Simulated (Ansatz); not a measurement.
# Exact exchange and the HOMO–LUMO gap of C3H6O (oxetane)

C3H6O: 10 atoms, total charge 0, spin state singlet. SMILES: `C1COC1`. The coordinates come from a PBE0-D4/def2-TZVP relaxation.

The HOMO–LUMO gap y, in eV, basis 6-31G(d); a is the functional's share of exact exchange. Programs: Ansatz 0.2.0.

| functional | program | a | y (eV) |
| --- | --- | --- | --- |
| BLYP | Ansatz | 0 | 6.79 |
| revPBE | Ansatz | 0 | 6.85 |
| B3LYP | Ansatz | 0.2 | 9.02 |
| PBE0 | Ansatz | 0.25 | ? |
| r2SCAN0 | Ansatz | 0.25 | 10.04 |
| BHLYP | Ansatz | 0.5 | 12.22 |

Problem. Fit y = c + s·a to the known rows and predict PBE0.

Solution. 
1. Means of the 5 rows: a = 0.1900, y = 8.984.
2. Σ(Δa)² = 0.172, Σ(Δa·Δy) = 1.8892, so the slope is 1.8892/0.172 = 10.984.
3. Intercept: 8.984 − (10.984) × 0.1900 = 6.897. The largest residual of the fit is 0.40.
4. PBE0: 6.897 + (10.984) × 0.25 = 9.64 eV.

The run gave 9.58 eV, so the prediction is off by +0.06 eV, within the scatter of the fit. Exact exchange lowers occupied levels and raises empty ones.
